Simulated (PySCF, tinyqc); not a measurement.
Worked calculation: MP2 on RHF in the sto-6g basis, frozen core, for CH2, spin multiplicity 1. The lowest restricted solution is unstable here: a spin-polarised one lies 0.0355 hartree lower (PySCF). Computed by tinyqc, a small Python program that keeps every step (integrals from PySCF). Settings: charge = 0, multiplicity = 1, basis = sto-6g, method = RHF, frozen orbitals = 1, energy threshold = 1e-10, iteration cap = 51, orthogonalisation = symmetric, start = Wolfsberg-Helmholz matrix, DIIS depth = 6. Command: `OMP_NUM_THREADS=1 python tinyqc.py 30338 30339 out.jsonl` (the two numbers bound the seeds that draw the settings). One thread of a shared host (Intel(R) Xeon(R) Processor @ 2.60GHz), about 0.2 s of CPU time with the checks. The early iterations of the SCF are left out here.

## One-electron integrals

Geometry (angstrom):
```
atom         x          y         z
C     0.000000   0.000000  0.000000
H     0.000000   0.984000  0.607000
H     0.000000  -0.984000  0.607000
```

Basis sto-6g: exponents (1/bohr^2) and contraction coefficients of normalised primitives:
```
element  l (shell)    exponent  coefficient
C            s (1)  742.737049     0.009164
C            s (1)  136.180025     0.049361
C            s (1)   38.098264     0.168538
C            s (1)   13.087782     0.370563
C            s (1)    5.082369     0.416492
C            s (1)    2.093200     0.130334
C            s (2)   30.497239    -0.013253
C            s (2)    6.036200    -0.046992
C            s (2)    1.876046    -0.033785
C            s (2)    0.721783     0.250242
C            s (2)    0.313471     0.595117
C            s (2)    0.143687     0.240706
C            p (3)   30.497239     0.003760
C            p (3)    6.036200     0.037679
C            p (3)    1.876046     0.173897
C            p (3)    0.721783     0.418036
C            p (3)    0.313471     0.425860
C            p (3)    0.143687     0.101708
H            s (1)   35.523221     0.009164
H            s (1)    6.513144     0.049361
H            s (1)    1.822143     0.168538
H            s (1)    0.625955     0.370563
H            s (1)    0.243077     0.416492
H            s (1)    0.100112     0.130334
```

Overlap, kinetic and nuclear-attraction integrals over the contracted functions; the nuclear repulsion is the sum of Za Zb / Rab.

nuclear repulsion = 5.76132164 hartree

overlap S, order 1C 1s, 1C 2s, 1C 2px, 1C 2py, 1C 2pz, 2H 1s, 3H 1s:
```
[[1.000000, 0.243228, 0.000000, 0.000000, 0.000000, 0.055510, 0.055510],
 [0.243228, 1.000000, 0.000000, 0.000000, 0.000000, 0.454012, 0.454012],
 [0.000000, 0.000000, 1.000000, 0.000000, 0.000000, 0.000000, 0.000000],
 [0.000000, 0.000000, 0.000000, 1.000000, 0.000000, 0.377795, -0.377795],
 [0.000000, 0.000000, 0.000000, 0.000000, 1.000000, 0.233050, 0.233050],
 [0.055510, 0.454012, 0.000000, 0.377795, 0.233050, 1.000000, 0.126188],
 [0.055510, 0.454012, 0.000000, -0.377795, 0.233050, 0.126188, 1.000000]]
```

kinetic energy T (hartree), order 1C 1s, 1C 2s, 1C 2px, 1C 2py, 1C 2pz, 2H 1s, 3H 1s:
```
[[16.068641, -0.492789, 0.000000, 0.000000, 0.000000, -0.008821, -0.008821],
 [-0.492789, 0.492405, 0.000000, 0.000000, 0.000000, 0.086096, 0.086096],
 [0.000000, 0.000000, 1.479234, 0.000000, 0.000000, 0.000000, 0.000000],
 [0.000000, 0.000000, 0.000000, 1.479234, 0.000000, 0.190583, -0.190583],
 [0.000000, 0.000000, 0.000000, 0.000000, 1.479234, 0.117565, 0.117565],
 [-0.008821, 0.086096, 0.000000, 0.190583, 0.117565, 0.768522, -0.011299],
 [-0.008821, 0.086096, 0.000000, -0.190583, 0.117565, -0.011299, 0.768522]]
```

nuclear attraction V (hartree), order 1C 1s, 1C 2s, 1C 2px, 1C 2py, 1C 2pz, 2H 1s, 3H 1s:
```
[[-34.923367, -3.841075, 0.000000, 0.000000, -0.016683, -0.988566, -0.988566],
 [-3.841075, -6.056436, 0.000000, 0.000000, -0.166483, -2.316123, -2.316123],
 [0.000000, 0.000000, -5.980523, 0.000000, 0.000000, 0.000000, 0.000000],
 [0.000000, 0.000000, 0.000000, -6.145002, 0.000000, -1.786532, 1.786532],
 [-0.016683, -0.166483, 0.000000, 0.000000, -6.043112, -1.139507, -1.139507],
 [-0.988566, -2.316123, 0.000000, -1.786532, -1.139507, -4.209347, -0.584167],
 [-0.988566, -2.316123, 0.000000, 1.786532, -1.139507, -0.584167, -4.209347]]
```

core Hamiltonian H = T + V (hartree), order 1C 1s, 1C 2s, 1C 2px, 1C 2py, 1C 2pz, 2H 1s, 3H 1s:
```
[[-18.854726, -4.333864, 0.000000, 0.000000, -0.016683, -0.997387, -0.997387],
 [-4.333864, -5.564030, 0.000000, 0.000000, -0.166483, -2.230028, -2.230028],
 [0.000000, 0.000000, -4.501289, 0.000000, 0.000000, 0.000000, 0.000000],
 [0.000000, 0.000000, 0.000000, -4.665767, 0.000000, -1.595949, 1.595949],
 [-0.016683, -0.166483, 0.000000, 0.000000, -4.563877, -1.021942, -1.021942],
 [-0.997387, -2.230028, 0.000000, -1.595949, -1.021942, -3.440825, -0.595465],
 [-0.997387, -2.230028, 0.000000, 1.595949, -1.021942, -0.595465, -3.440825]]
```

## Two-electron integrals

Functions are numbered as in S; the eight-fold symmetry (ij|kl) = (ji|kl) = (kl|ij) leaves the list below.

Two-electron integrals (ij|kl) in chemists' order, unique and non-zero (hartree):
```
(11|11) 3.543743    (21|11) 0.529462    (21|21) 0.100317    (22|11) 0.853596
(22|21) 0.199930    (22|22) 0.624844    (31|31) 0.021271    (32|31) 0.031868
(32|32) 0.138108    (33|11) 0.853598    (33|21) 0.199930    (33|22) 0.624843
(33|33) 0.673218    (41|41) 0.021271    (42|41) 0.031868    (42|42) 0.138108
(43|43) 0.036281    (44|11) 0.853598    (44|21) 0.199930    (44|22) 0.624843
(44|33) 0.600655    (44|44) 0.673218    (51|51) 0.021271    (52|51) 0.031868
(52|52) 0.138108    (53|53) 0.036281    (54|54) 0.036281    (55|11) 0.853598
(55|21) 0.199930    (55|22) 0.624843    (55|33) 0.600655    (55|44) 0.600655
(55|55) 0.673218    (61|11) 0.127455    (61|21) 0.023240    (61|22) 0.045542
(61|33) 0.045370    (61|41) 0.001296    (61|42) 0.002506    (61|44) 0.045744
(61|51) 0.000800    (61|52) 0.001546    (61|54) 0.000231    (61|55) 0.045512
(61|61) 0.005537    (62|11) 0.299622    (62|21) 0.071189    (62|22) 0.244328
(62|33) 0.238584    (62|41) 0.006158    (62|42) 0.040791    (62|44) 0.251066
(62|51) 0.003799    (62|52) 0.025163    (62|54) 0.007700    (62|55) 0.243334
(62|61) 0.017011    (62|62) 0.125373    (63|31) 0.007700    (63|32) 0.039184
(63|43) 0.007997    (63|53) 0.004933    (63|63) 0.015436    (64|11) 0.217574
(64|21) 0.052429    (64|22) 0.190539    (64|33) 0.181016    (64|41) 0.011610
(64|42) 0.068503    (64|44) 0.206119    (64|51) 0.002412    (64|52) 0.018086
(64|54) 0.010552    (64|55) 0.184483    (64|61) 0.013146    (64|62) 0.116116
(64|64) 0.120987    (65|11) 0.134215    (65|21) 0.032342    (65|22) 0.117538
(65|33) 0.111664    (65|41) 0.002412    (65|42) 0.018086    (65|44) 0.117283
(65|51) 0.009188    (65|52) 0.050341    (65|54) 0.011463    (65|55) 0.123668
(65|61) 0.008109    (65|62) 0.071628    (65|64) 0.065111    (65|65) 0.055601
(66|11) 0.449624    (66|21) 0.108920    (66|22) 0.423609    (66|33) 0.401281
(66|41) 0.011929    (66|42) 0.105079    (66|44) 0.449802    (66|51) 0.007359
(66|52) 0.064820    (66|54) 0.029931    (66|55) 0.419745    (66|61) 0.026497
(66|62) 0.274749    (66|64) 0.281265    (66|65) 0.173504    (66|66) 0.774999
(71|11) 0.127455    (71|21) 0.023240    (71|22) 0.045542    (71|33) 0.045370
(71|41) -0.001296   (71|42) -0.002506   (71|44) 0.045744    (71|51) 0.000800
(71|52) 0.001546    (71|54) -0.000231   (71|55) 0.045512    (71|61) 0.005364
(71|62) 0.015894    (71|64) 0.011125    (71|65) 0.007584    (71|66) 0.024169
(71|71) 0.005537    (72|11) 0.299622    (72|21) 0.071189    (72|22) 0.244328
(72|33) 0.238584    (72|41) -0.006158   (72|42) -0.040791   (72|44) 0.251066
(72|51) 0.003799    (72|52) 0.025163    (72|54) -0.007700   (72|55) 0.243334
(72|61) 0.015894    (72|62) 0.089745    (72|64) 0.059819    (72|65) 0.049916
(72|66) 0.153461    (72|71) 0.017011    (72|72) 0.125373    (73|31) 0.007700
(73|32) 0.039184    (73|43) -0.007997   (73|53) 0.004933    (73|63) 0.010323
(73|73) 0.015436    (74|11) -0.217574   (74|21) -0.052429   (74|22) -0.190539
(74|33) -0.181016   (74|41) 0.011610    (74|42) 0.068503    (74|44) -0.206119
(74|51) -0.002412   (74|52) -0.018086   (74|54) 0.010552    (74|55) -0.184483
(74|61) -0.011125   (74|62) -0.059819   (74|64) -0.030806   (74|65) -0.032615
(74|66) -0.094856   (74|71) -0.013146   (74|72) -0.116116   (74|74) 0.120987
(75|11) 0.134215    (75|21) 0.032342    (75|22) 0.117538    (75|33) 0.111664
(75|41) -0.002412   (75|42) -0.018086   (75|44) 0.117283    (75|51) 0.009188
(75|52) 0.050341    (75|54) -0.011463   (75|55) 0.123668    (75|61) 0.007584
(75|62) 0.049916    (75|64) 0.032615    (75|65) 0.037484    (75|66) 0.090524
(75|71) 0.008109    (75|72) 0.071628    (75|74) -0.065111   (75|75) 0.055601
(76|11) 0.073796    (76|21) 0.017590    (76|22) 0.062545    (76|33) 0.060901
(76|44) 0.062733    (76|51) 0.001556    (76|52) 0.010961    (76|55) 0.064002
(76|61) 0.004097    (76|62) 0.028828    (76|64) 0.023178    (76|65) 0.018090
(76|66) 0.059190    (76|71) 0.004097    (76|72) 0.028828    (76|74) -0.023178
(76|75) 0.018090    (76|76) 0.008143    (77|11) 0.449624    (77|21) 0.108920
(77|22) 0.423609    (77|33) 0.401281    (77|41) -0.011929   (77|42) -0.105079
(77|44) 0.449802    (77|51) 0.007359    (77|52) 0.064820    (77|54) -0.029931
(77|55) 0.419745    (77|61) 0.024169    (77|62) 0.153461    (77|64) 0.094856
(77|65) 0.090524    (77|66) 0.267839    (77|71) 0.026497    (77|72) 0.274749
(77|74) -0.281265   (77|75) 0.173504    (77|76) 0.059190    (77|77) 0.774999
```

## Orthogonalisation

S = U s U^T; symmetric (Loewdin) form X = U s^(-1/2) U^T, so that X^T S X = 1.

eigenvalues of S: [0.320699, 0.398911, 0.875960, 1.000000, 1.090947, 1.474901, 1.838582]

X, order 1C 1s, 1C 2s, 1C 2px, 1C 2py, 1C 2pz, 2H 1s, 3H 1s:
```
[[1.025449, -0.146914, 0.000000, 0.000000, -0.010300, 0.022604, 0.022604],
 [-0.146914, 1.251744, 0.000000, 0.000000, 0.114900, -0.310896, -0.310896],
 [0.000000, 0.000000, 1.000000, 0.000000, 0.000000, 0.000000, 0.000000],
 [0.000000, 0.000000, 0.000000, 1.158797, 0.000000, -0.266804, 0.266804],
 [-0.010300, 0.114900, 0.000000, 0.000000, 1.057770, -0.156828, -0.156828],
 [0.022604, -0.310896, 0.000000, -0.266804, -0.156828, 1.221077, -0.026836],
 [0.022604, -0.310896, 0.000000, 0.266804, -0.156828, -0.026836, 1.221077]]
```

## Starting guess

The start is the generalised Wolfsberg-Helmholz matrix (K = 1.75) built on H; D = 2 C_occ C_occ^T.

D at the start, order 1C 1s, 1C 2s, 1C 2px, 1C 2py, 1C 2pz, 2H 1s, 3H 1s:
```
[[2.061901, -0.229246, 0.000000, 0.000000, 0.128572, -0.162439, -0.162439],
 [-0.229246, 1.035930, 0.000000, 0.000000, -0.462754, 0.376994, 0.376994],
 [0.000000, 0.000000, 0.000000, 0.000000, 0.000000, 0.000000, 0.000000],
 [0.000000, 0.000000, 0.000000, 1.093504, 0.000000, 0.416447, -0.416447],
 [0.128572, -0.462754, 0.000000, 0.000000, 1.806851, 0.127086, 0.127086],
 [-0.162439, 0.376994, 0.000000, 0.416447, 0.127086, 0.353857, 0.036660],
 [-0.162439, 0.376994, 0.000000, -0.416447, 0.127086, 0.036660, 0.353857]]
```

## Iteration 7 (converged): orbitals

converged F (hartree), order 1C 1s, 1C 2s, 1C 2px, 1C 2py, 1C 2pz, 2H 1s, 3H 1s:
```
[[-11.141029, -2.850854, 0.000000, 0.000000, -0.025573, -0.657407, -0.657407],
 [-2.850854, -1.377704, 0.000000, 0.000000, -0.076294, -0.648657, -0.648657],
 [0.000000, 0.000000, 0.230701, 0.000000, 0.000000, 0.000000, 0.000000],
 [0.000000, 0.000000, 0.000000, -0.218198, 0.000000, -0.362480, 0.362480],
 [-0.025573, -0.076294, 0.000000, 0.000000, -0.234614, -0.258041, -0.258041],
 [-0.657407, -0.648657, 0.000000, -0.362480, -0.258041, -0.444293, -0.187798],
 [-0.657407, -0.648657, 0.000000, 0.362480, -0.258041, -0.187798, -0.444293]]
```

Diagonalise F' = X^T F X, C = X C', fill 4 alpha and 4 beta electrons from the bottom; D = 2 C_occ C_occ^T. Each column has its largest component positive (the first on a tie).

F' = X^T F X (hartree):
```
[[-10.938525, -1.456137, 0.000000, 0.000000, -0.042719, -0.095980, -0.095980],
 [-1.456137, -0.570479, 0.000000, 0.000000, 0.127227, -0.412817, -0.412817],
 [0.000000, 0.000000, 0.230701, 0.000000, 0.000000, 0.000000, 0.000000],
 [0.000000, 0.000000, 0.000000, 0.118759, 0.000000, -0.422920, 0.422920],
 [-0.042719, 0.127227, 0.000000, 0.000000, -0.110478, -0.259781, -0.259781],
 [-0.095980, -0.412817, 0.000000, -0.422920, -0.259781, 0.006396, -0.045851],
 [-0.095980, -0.412817, 0.000000, 0.422920, -0.259781, -0.045851, 0.006396]]
```

orbital energies (hartree): [-11.143383, -0.808850, -0.513519, -0.291223, 0.230701, 0.584518, 0.684526]

coefficients C, order 1C 1s, 1C 2s, 1C 2px, 1C 2py, 1C 2pz, 2H 1s, 3H 1s:
```
[[0.995921, -0.209386, 0.000000, 0.118452, 0.000000, -0.156607, 0.000000],
 [0.018324, 0.688307, 0.000000, -0.573828, 0.000000, 0.995780, 0.000000],
 [0.000000, 0.000000, 0.000000, 0.000000, 1.000000, 0.000000, 0.000000],
 [0.000000, 0.000000, 0.522213, 0.000000, 0.000000, 0.000000, 1.101124],
 [0.004345, 0.147918, 0.000000, 0.797699, 0.000000, 0.723292, 0.000000],
 [-0.004389, 0.271657, 0.457695, 0.225869, 0.000000, -0.842635, -0.800214],
 [-0.004389, 0.271657, -0.457695, 0.225869, 0.000000, -0.842635, 0.800214]]
```

D after iteration 7, order 1C 1s, 1C 2s, 1C 2px, 1C 2py, 1C 2pz, 2H 1s, 3H 1s:
```
[[2.099465, -0.387687, 0.000000, 0.000000, 0.135689, -0.068996, -0.068996],
 [-0.387687, 1.606763, 0.000000, 0.000000, -0.711698, 0.114587, 0.114587],
 [0.000000, 0.000000, 0.000000, 0.000000, 0.000000, 0.000000, 0.000000],
 [0.000000, 0.000000, 0.000000, 0.545413, 0.000000, 0.478028, -0.478028],
 [0.135689, -0.711698, 0.000000, 0.000000, 1.316446, 0.440679, 0.440679],
 [-0.068996, 0.114587, 0.000000, 0.478028, 0.440679, 0.668636, -0.169302],
 [-0.068996, 0.114587, 0.000000, -0.478028, 0.440679, -0.169302, 0.668636]]
```

## Convergence

Stop when the energy changes by less than 1e-10 hartree and every element of the error matrix X^T (F D S - S D F) X is below 3e-06.

Course of the cycle:
```
iteration   E (hartree)     change  largest element of the error matrix
1          -38.57931412          -                             3.09e-01
2          -38.72677143  -1.47e-01                             6.67e-02
3          -38.73672451  -9.95e-03                             2.44e-02
4          -38.73789556  -1.17e-03                             3.08e-03
5          -38.73792576  -3.02e-05                             3.54e-04
6          -38.73792609  -3.24e-07                             6.03e-06
7          -38.73792609  -3.81e-11                             6.02e-08
```

PySCF RHF in the same basis = -38.73792609 hartree

Converged in 7 iterations.

## Populations, bond orders and dipole

Mulliken: Z minus the diagonal of D S on the atom; Loewdin: the same with S^(1/2) D S^(1/2); Mayer order: 2 sum_s sum (D(s) S)_ij (D(s) S)_ji over the two atoms.

Charges (e):
```
atom   Mulliken    Loewdin
1C    -0.042475  -0.002666
2H     0.021237   0.001333
3H     0.021237   0.001333
```

Mayer bond orders:
```
pair     order
2-1   0.986409
3-1   0.986409
3-2   0.013140
```

dipole moment about the origin, x y z (debye): [0.000000, 0.000000, 1.587581]

## Integrals over molecular orbitals

(pq|rs) = sum C_ip C_jq C_kr C_ls (ij|kl), one index at a time.

one-electron integrals over orbitals h = C^T H C (hartree):
```
[[-18.843454, 0.359375, 0.000000, -0.193744, 0.000000, 0.269515, 0.000000],
 [0.359375, -4.547186, 0.000000, 0.203392, 0.000000, -0.839613, 0.000000],
 [0.000000, 0.000000, -3.990321, 0.000000, 0.000000, 0.000000, -0.873476],
 [-0.193744, 0.203392, 0.000000, -4.361312, 0.000000, -0.380967, 0.000000],
 [0.000000, 0.000000, 0.000000, 0.000000, -4.501289, 0.000000, 0.000000],
 [0.269515, -0.839613, 0.000000, -0.380967, 0.000000, -3.533753, 0.000000],
 [0.000000, 0.000000, -0.873476, 0.000000, 0.000000, 0.000000, -3.676143]]
```

Two-electron integrals over orbitals (pq|rs), unique and non-zero (hartree); the lowest 1 orbital is frozen and left out:
```
(22|22) 0.543045    (32|32) 0.143114    (33|22) 0.509432    (33|33) 0.519636
(42|22) 0.024159    (42|33) 0.020881    (42|42) 0.076389    (43|32) 0.023719
(43|43) 0.032908    (44|22) 0.498694    (44|33) 0.462697    (44|42) -0.085617
(44|44) 0.664737    (52|52) 0.090121    (53|53) 0.019682    (54|52) -0.039005
(54|54) 0.051222    (55|22) 0.543253    (55|33) 0.479474    (55|42) -0.045765
(55|44) 0.581555    (55|55) 0.673218    (62|22) 0.083751    (62|33) 0.026591
(62|42) -0.000139   (62|44) 0.076731    (62|55) 0.126212    (62|62) 0.098493
(63|32) -0.069524   (63|43) -0.029515   (63|63) 0.085069    (64|22) 0.034598
(64|33) 0.004556    (64|42) -0.007625   (64|44) 0.059703    (64|55) 0.051456
(64|62) 0.049403    (64|64) 0.034758    (65|52) 0.055884    (65|54) -0.013142
(65|65) 0.043613    (66|22) 0.531205    (66|33) 0.509209    (66|42) 0.055335
(66|44) 0.453217    (66|55) 0.499685    (66|62) 0.061262    (66|64) 0.021509
(66|66) 0.568145    (72|32) 0.000399    (72|43) -0.031600   (72|63) 0.046859
(72|72) 0.054326    (73|22) 0.057522    (73|33) 0.027220    (73|42) -0.057424
(73|44) 0.123513    (73|55) 0.127227    (73|62) 0.075577    (73|64) 0.042937
(73|66) 0.006134    (73|73) 0.118627    (74|32) -0.070676   (74|43) 0.008222
(74|63) 0.039229    (74|72) -0.009027   (74|74) 0.061583    (75|53) 0.018494
(75|75) 0.022354    (76|32) 0.112317    (76|43) 0.035316    (76|63) -0.077868
(76|72) -0.024816   (76|74) -0.051864   (76|76) 0.113893    (77|22) 0.516841
(77|33) 0.518515    (77|42) -0.012310   (77|44) 0.524167    (77|55) 0.526199
(77|62) 0.045280    (77|64) 0.015064    (77|66) 0.514474    (77|73) 0.066185
(77|77) 0.558822
```

## Second-order Moller-Plesset energy

Hartree-Fock energy = -38.73792609 hartree

E2 = sum_ijab (ia|jb) [2 (ia|jb) - (ib|ja)] / (e_i + e_j - e_a - e_b) over occupied i, j and virtual a, b; the opposite-spin part is (ia|jb)^2 / denominator, the rest is same-spin, and SCS-MP2 scales them by 6/5 and 1/3.

Terms:
```
i  j  a  b    (ia|jb)    (ib|ja)  denominator       term
3  3  7  7   0.118627   0.118627    -2.396090  -0.005873
2  2  5  5   0.090121   0.090121    -2.079102  -0.003906
2  2  6  6   0.098493   0.098493    -2.786737  -0.003481
3  3  6  6   0.085069   0.085069    -2.196075  -0.003295
3  2  7  6   0.075577   0.046859    -2.591413  -0.003042
2  3  6  7   0.075577   0.046859    -2.591413  -0.003042
4  4  5  5   0.051222   0.051222    -1.043848  -0.002513
4  4  7  7   0.061583   0.061583    -1.951496  -0.001943
2  4  6  6   0.049403   0.049403    -2.269109  -0.001076
4  2  6  6   0.049403   0.049403    -2.269109  -0.001076
2  2  7  7   0.054326   0.054326    -2.986751  -0.000988
2  4  5  5  -0.039005  -0.039005    -1.561475  -0.000974
4  2  5  5  -0.039005  -0.039005    -1.561475  -0.000974
4  3  6  7   0.042937   0.039229    -2.073786  -0.000966
3  4  7  6   0.042937   0.039229    -2.073786  -0.000966
4  4  6  6   0.034758   0.034758    -1.751482  -0.000690
4  3  7  6   0.039229   0.042937    -2.073786  -0.000672
3  4  6  7   0.039229   0.042937    -2.073786  -0.000672
3  2  6  7   0.046859   0.075577    -2.591413  -0.000328
2  3  7  6   0.046859   0.075577    -2.591413  -0.000328
3  3  5  5   0.019682   0.019682    -1.488441  -0.000260
2  4  7  7  -0.009027  -0.009027    -2.469124  -0.000033
4  2  7  7  -0.009027  -0.009027    -2.469124  -0.000033
```

Pair energies (hartree; pair i-j sums ij and ji):
```
pair  opposite spin  same spin
2-2       -0.008376   0.000000
3-2       -0.006103  -0.000636
3-3       -0.009429   0.000000
4-2       -0.004166   0.000000
4-3       -0.003262  -0.000013
4-4       -0.005147   0.000000
```

MP2 correlation energy = -0.03713153 hartree

SCS-MP2 correlation energy = -0.04399472 hartree

MP2 total energy = -38.77505762 hartree
